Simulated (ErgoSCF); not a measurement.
# One shape, several levels: N2H (dinitrogen monohydride)

We compute a comparison of 6 runs (UHF/STO-3G, UHF/3-21G, UHF/def2-SVP, UBLYP/pcseg-1, UBP86/def2-SVP, UPBE0/def2-SVP) of N2H (dinitrogen monohydride). 

Program for the calculation: ErgoSCF 3.8.

2 further runs of the same task are left out: 1 that didn't finish, 1 set aside as unsound or not needed.

**1. The system as given**

The species is N2H (3 atoms), meant as a doublet with charge 0. SMILES: `[N]=N`. Geometry: relaxed at GFN2-xTB.

Bond lengths: N1–N2 1.164 Å, N2–H3 1.037 Å. Angles: N1–N2–H3 124.8°.

**2. A single-point energy at UHF/STO-3G (run 1)**

File ergo.in:

```
# HN2, HF
set_nthreads("env")
molecule_inline
N      1.35155102    -1.21025620     0.61457673
N     -0.45950580    -0.35031743    -0.28863677
H     -0.89202632     1.56057363    -0.32593996
EOF
spin_polarization = 1
scf.use_diagonalization = 1
basis = "STO-3G"
scf.max_number_of_iterations = 120
charge = 0
scf.output_mulliken_pop = 1
tmpdir = "."
run "HF"
```

The basis set STO-3G is read from a file made from the Basis Set Exchange's data (not shown).

On the command line:

```sh
$ ergo < ergo.in
```

What it wrote:

```text
[...]
INSC SCF_general constructor, number of basis functions: 11
[...]
INSC Energy   1 =        -90.22831308793
[...]
INDE E_LUMO =          0.28863277310
[...]
INSC Energy  21 =       -107.98235521898  ( diff     -0.000000000021259 )
[...]
RESC CONVERGED after  21 iterations.
RESC FINAL ENERGY:       -107.98235521898
RESC FINAL <S2> =          0.90708766420
[...]
INSC SCF: dipole_moment_x [atomic units] =      -0.18746324
INSC SCF: dipole_moment_y [atomic units] =       0.73323286
INSC SCF: dipole_moment_z [atomic units] =      -0.02610393
[...]
```

Run time: 0.6 s. Hardware: 1 thread of Intel Xeon 6975P-C (Granite Rapids), shared host; peak memory 0.26 GiB.

**3. The energy at UHF/3-21G (run 2)**

File input.ego:

```
set_nthreads("env")
basis = "3-21G"
scf.output_mulliken_pop = 1
scf.max_number_of_iterations = 120
tmpdir = "."
scf.use_diagonalization = 1
spin_polarization = 1
molecule_inline Angstrom
N        0.715210      -0.640440       0.325220
N       -0.243160      -0.185380      -0.152740
H       -0.472040       0.825820      -0.172480
EOF
run "HF"
```

The basis set 3-21G is read from a file made from the Basis Set Exchange's data (not shown).

On the command line:

```sh
$ ergo input.ego
```

What it wrote:

```text
[...]
INSC SCF_general constructor, number of basis functions: 20
[...]
INSC Energy   1 =        -66.86646356111
[...]
INDE E_LUMO =          0.16343113634
[...]
INSC Energy  27 =       -108.78658754766  ( diff     -0.000000000001819 )
[...]
RESC CONVERGED after  27 iterations.
RESC FINAL ENERGY:       -108.78658754766
RESC FINAL <S2> =          0.85064696053
[...]
INSC SCF: dipole_moment_x [atomic units] =      -0.22144490
INSC SCF: dipole_moment_y [atomic units] =       0.85144083
INSC SCF: dipole_moment_z [atomic units] =      -0.03237412
[...]
```

Wall time 0.74 s (1 thread of Intel Xeon 6975P-C (Granite Rapids), shared host); peak memory 0.26 GiB.

**4. A single-point energy at UHF/def2-SVP (run 3)**

File input.ego:

```
set_nthreads(1)
molecule_inline Angstrom
N  0.715210 -0.640440 0.325220
N  -0.243160 -0.185380 -0.152740
H  -0.472040 0.825820 -0.172480
EOF
charge = 0
tmpdir = "."
basis = "def2-SVP"
scf.max_number_of_iterations = 120
scf.output_mulliken_pop = 1
scf.use_diagonalization = 1
spin_polarization = 1
run "HF"
```

The basis set def2-SVP is read from a file made from the Basis Set Exchange's data (not shown).

On the command line:

```sh
$ ergo input.ego
```

What it wrote:

```text
[...]
INSC SCF_general constructor, number of basis functions: 33
[...]
INSC Energy   1 =        -42.87728240198
[...]
INDE E_LUMO =          0.14180169424
[...]
INSC Energy  29 =       -109.33556260483  ( diff     -0.000000000002899 )
[...]
RESC CONVERGED after  29 iterations.
RESC FINAL ENERGY:       -109.33556260483
RESC FINAL <S2> =          0.84076299887
[...]
INSC SCF: dipole_moment_x [atomic units] =      -0.27406968
INSC SCF: dipole_moment_y [atomic units] =       0.79496455
INSC SCF: dipole_moment_z [atomic units] =      -0.06714071
[...]
```

It took 3.6 s on 1 thread of Intel Xeon 6975P-C (Granite Rapids), shared host; peak memory 0.26 GiB.

Runs 4 to 5 aren't shown in full; the table further down has their settings and results.

**5. A single-point energy at UPBE0/def2-SVP (run 6)**

File molecule.xyz:

```xyz
3
HN2
N      0.715210    -0.640440     0.325220
N     -0.243160    -0.185380    -0.152740
H     -0.472040     0.825820    -0.172480
```

File run.inp:

```
set_nthreads(1)
molecule "molecule.xyz"
basis = "def2-SVP"
XC.radint = 1e-11
scf.use_diagonalization = 1
spin_polarization = 1
XC.angint = 41
XC.sparse_mode = 0
tmpdir = "."
scf.max_number_of_iterations = 120
charge = 0
scf.output_mulliken_pop = 1
run "PBE0"
```

The basis set def2-SVP is read from a file made from the Basis Set Exchange's data (not shown).

On the command line:

```sh
$ ergo run.inp
```

What it wrote:

```text
[...]
INDF Weighted mixed functional:
[...]
INSC Energy   1 =        -46.23733386175
[...]
INDE E_LUMO =         -0.04008407945
[...]
INSC Energy  25 =       -109.81959110754  ( diff     -0.000000000000995 )
[...]
RESC CONVERGED after  25 iterations.
RESC FINAL ENERGY:       -109.81959110754
RESC FINAL <S2> =          0.75453208516
[...]
INSC SCF: dipole_moment_x [atomic units] =      -0.33693203
INSC SCF: dipole_moment_y [atomic units] =       0.73746961
INSC SCF: dipole_moment_z [atomic units] =      -0.10762804
[...]
```

It took 5.1 s on 1 thread of Intel Xeon 6975P-C (Granite Rapids), shared host; peak memory 0.26 GiB.

**6. The series**

| run | level | integration grid | radint | energy (Eh) | dipole moment (D) | ⟨S²⟩ | wall time |
| --- | --- | --- | --- | --- | --- | --- | --- |
| 1 | UHF/STO-3G | – | – | -107.982355 | 1.92 | 0.907 | 0.6 s |
| 2 | UHF/3-21G | – | – | -108.786588 | 2.24 | 0.851 | 0.74 s |
| 3 | UHF/def2-SVP | – | – | -109.335563 | 2.14 | 0.841 | 3.6 s |
| 4 | UBLYP/pcseg-1 | Turbo | 1e-11 | -109.995613 | 2.00 | 0.752 | 5.4 s |
| 5 | UBP86/def2-SVP | Turbo | 1e-11 | -109.949529 | 1.99 | 0.752 | 5.7 s |
| 6 | UPBE0/def2-SVP | Turbo | 1e-11 | -109.819591 | 2.08 | 0.755 | 5.1 s |

**7. Results**

```
            quantity          value
 run 6: total energy  -109.81959 Eh
run 6: dipole moment         2.08 D
         run 6: ⟨S²⟩          0.755
```

What this shows: The dipole moment (its size) runs from 1.92 D (UHF/STO-3G) to 2.24 D (UHF/3-21G). Totals of different functionals can't be ranked against each other. In run 1 the basis is minimal, so the values are rough. Spin contamination of the reference: run 1 ⟨S²⟩ = 0.91, run 2 ⟨S²⟩ = 0.85. All runs together took 21 s, the longest 5.7 s.
